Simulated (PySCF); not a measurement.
Gas-phase reaction: B2O3 + BH2F + F2 = BF3.H2O + 2 BO

Computed with PySCF (xtb for GFN2) and rigid-rotor harmonic-oscillator thermochemistry at 1 bar. † marks an energy on the PBE0/def2-TZVP geometry and frequencies; other levels use their own. MP2 freezes the core. 6-31G* has spherical d functions here. Open shells (unrestricted): BO (multiplicity 2); the rest are closed-shell singlets. GFN2 has no spin-polarisation term. B3LYP is the form with VWN-RPA correlation. Adducts (BF3.H2O) have no counterpoise correction, and HF, PBE, BLYP, B3LYP and PBE0 lack dispersion. BH2F, BF3.H2O: computed as isolated molecules; such fragments, hydroxides, amides, oligomers or adducts are transient or little studied in the gas. MP2 isn't extrapolated to the basis-set limit; its ΔH°(298 K) is -276.5 kJ in def2-SVP and -273.8 kJ in def2-TZVPP. The harmonic model lacks anharmonicity and excited electronic states, which grow with temperature; levels with a mode under 35 cm⁻¹ are left out. Internal rotation in BF3.H2O is treated as a harmonic vibration of one conformer, which makes the entropy rough. Soft modes under 120 cm⁻¹ make the harmonic entropy rough for B2O3. Warning, point group unlike the PBE0 one: B2O3 (GFN2-xTB, PBE/def2-SVP).

```tsv
level	ΔE electronic, kJ	ΔH°(298 K), kJ	ΔS°(298 K), J/K	ΔG°(1400 K), kJ
B3LYP/6-31G*	-174	-167	14	-196
BLYP/def2-TZVP†	-181	-172	18	-207
GFN2-xTB	82	88	17	62
M06-2X/def2-TZVP†	-271	-262	18	-296
MP2/def2-TZVPP†	-283	-274	18	-308
PBE/def2-SVP	-214	-207	7	-220
PBE0/def2-QZVP†	-246	-237	18	-271
PBE0/def2-SVP†	-250	-241	18	-275
PBE0/def2-TZVP	-238	-229	18	-264
LDA/def2-TZVP†	-221	-212	18	-247
```
ΔH° is lowest at MP2/def2-TZVPP† and highest at GFN2-xTB. No reference value is set beside these.
